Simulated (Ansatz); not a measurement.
**SiPNH+ (quintet): from Hartree-Fock to the top rungs, cc-pVDZ**

How much of the correlation energy of SiPNH+ (quintet) does each wave-function method recover here?

Method: cc-pVDZ, core rule «outside noble gas», up to 11 orbitals frozen; program: Ansatz 0.2.0, Gaussian basis.

To be run: UHF; CCSD(T) on ROHF; CCSD(T) on UHF; BCCD(T) on ROHF; CISD as a restricted active space (open shells left free, so some higher excitations enter); CCSDT(Q) on ROHF; CCSDT(Q) on UHF; CASSCF and MRCISD+Q, 10 electrons in 11 orbitals; CASSCF and NEVPT2, 10 electrons in 11 orbitals.

21 further runs of the same task are left out: 1 for a known fault of the program, 8 that didn't finish, 12 set aside as unsound or not needed. Runs told in other sessions of the task aren't counted.

## (1) The geometry

The geometry is a PBE0/def2-TZVP stationary point (not a proven minimum) of the parent state, kept for this charge and spin.

4 atoms, charge 1, spin multiplicity 5.

Atoms are counted from 1 here; the program's logs count them from 0.

Bond lengths: N1–Si2 1.708 Å, Si2–P3 2.170 Å, P3–H4 1.425 Å. Angles: N1–Si2–P3 108.7°, Si2–P3–H4 93.3°.

Coordinates:

| atom | x (Å) | y (Å) | z (Å) |
| --- | --- | --- | --- |
| N1 | 0.0000 | -0.6853 | 1.7925 |
| Si2 | 0.0000 | 0.5895 | 0.6564 |
| P3 | 0.0000 | -0.2578 | -1.3416 |
| H4 | 0.0000 | 1.0200 | -1.9727 |

## (2) UHF

The input, in.yaml:

```yaml
crystal:
  periodic: [false, false, false]
  atoms:
    - {symbol: N, position_ang: [0.000000, -0.685331, 1.792532]}
    - {symbol: Si, position_ang: [0.000000, 0.589517, 0.656379]}
    - {symbol: P, position_ang: [0.000000, -0.257823, -1.341581]}
    - {symbol: H, position_ang: [0.000000, 1.019996, -1.972718]}
basis:
  gaussian: {orbitals: cc-pVDZ}
total_charge: 1
magnetization: {spin_polarized: true, initial_magnetization: 4}
hamiltonian: {xc: hf}
output: {orbitals: {seedname: orbitals}}
```

The run is started by

```bash
> ansatz run in.yaml --threads 1 --pin off --events-out ev --progress --plain --max-ram 2393MiB
```

Further steps of the session: CCSD(T) on ROHF; CCSD(T) on UHF; BCCD(T) on ROHF; CISD as a restricted active space (open shells left free, so some higher excitations enter); CCSDT(Q) on ROHF; CCSDT(Q) on UHF; CASSCF and MRCISD+Q, 10 electrons in 11 orbitals; CASSCF and NEVPT2, 10 electrons in 11 orbitals.

Before running them: what should the planned runs give, taken together? Wanted: UCCSDT(Q) from the RHF energy; RMP2 from UCCSDT(Q); UMP2 from UCCSDT(Q); RCCSD from UCCSDT(Q); RCCSD(T) from UCCSDT(Q); UCCSD(T) from UCCSDT(Q); RCCSDT(Q) from UCCSDT(Q); NEVPT2 valence from UCCSDT(Q); MRCISD+Q valence from UCCSDT(Q).

As calculated:

| quantity | value |
| --- | --- |
| UCCSDT(Q) from the ROHF energy | -8.6111 eV |
| RMP2 from UCCSDT(Q) | +1670.7 meV |
| UMP2 from UCCSDT(Q) | +1697.6 meV |
| RCCSD from UCCSDT(Q) | +371.5 meV |
| RCCSD(T) from UCCSDT(Q) | +82.8 meV |
| UCCSD(T) from UCCSDT(Q) | +82.8 meV |
| RCCSDT(Q) from UCCSDT(Q) | +4.3 meV |
| NEVPT2 valence from UCCSDT(Q) | +1347.3 meV |
| MRCISD+Q valence from UCCSDT(Q) | +109.7 meV |
| levels within 1 kcal/mol (43 meV) | RCCSDT, UCCSDT, RCCSDT(Q) |
| T1 diagnostic | 0.037 |
| effectively unpaired electrons | 4.03 |

**Reading.** RCCSD(T) misses by +82.8 meV, 1.0 % of the correlation energy. One determinant dominates. Of the multireference levels listed MRCISD+Q valence comes nearest in total energy (+109.7 meV), which doesn't show that its space is the better one. These misses are within one basis, not against nature; the frozen cores of restricted and unrestricted runs differ, which can shift their rows.

With open shells the CI space here admits some higher excitations, so it is larger than plain CISD.
